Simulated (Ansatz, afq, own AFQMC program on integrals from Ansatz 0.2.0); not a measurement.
## SiH2, triplet: AFQMC among the cluster methods

```
atom   x (Å)    y (Å)    z (Å)
  Si  0.0000  -0.0564   0.0000
   H  0.0000   0.7861  -1.4216
   H  0.0000   0.7861   1.4216
```

Basis cc-pVDZ. Noble-gas cores (and the filled d shells of Ga–Kr and In–Xe) are frozen. Integrals, coupled cluster, full CI and functionals: Ansatz 0.2.0; the random walks run on the same integrals in our own AFQMC program. The CISD trial takes its coefficients from CCSD amplitudes. Released means that phaseless walkers are propagated on without the constraint, phases kept. Error bars are statistical, one sigma.

Determinant: UHF, the one that the program's search chose, which needn't be the lowest solution. The geometry is a point of a scan.

Full CI on the same integrals is exact in this basis and with this determinant's frozen core.

Cautions: lower spins were not checked.

The T1 diagnostic is 0.0176 and the weight of the determinant in the CISD state is 0.928. The ⟨S²⟩ of the determinant is 2.005 and the size of the correlated space is 6 electrons in 23 orbitals.

Reference: full CI, correlation energy -2.739 eV. The released energy is read at 2.40 1/Eh (meV from the phaseless value at times in 1/Eh: -0.5 ± 1.1 at 0.24, -1.9 ± 1.0 at 0.51, -1.4 ± 0.9 at 0.99, -1.9 ± 0.7 at 1.62, -3.9 ± 1.0 at 2.40).

```tsv
level	E − E(reference) (kJ/mol)	share of correlation (%)
HF	264.3	0.00
MP2	70.8	73.22
CCSD	8.2	96.90
CCSD(T)	2.2	99.15
CCSDT	0.2	99.94
CCSDT(Q)	0.0	99.99
CCSDTQ	0.0	100.00
ph-AFQMC/CISD	0.3 ± 0.1	99.87
released AFQMC	0.0 ± 0.09	100.01
```

CCSDT and higher add their correlation energy to the determinant of the CCSD(T) run, since their own runs factorise the integrals more tightly (a shift of under 2 meV). A walk keeps the symmetry of its determinant, which the program's search chose and which needn't be the lowest solution, so a lower state of the same spin and another symmetry isn't excluded. Released energies are given only where the last usable release times agree within the noise; a slower fall can still hide under it.
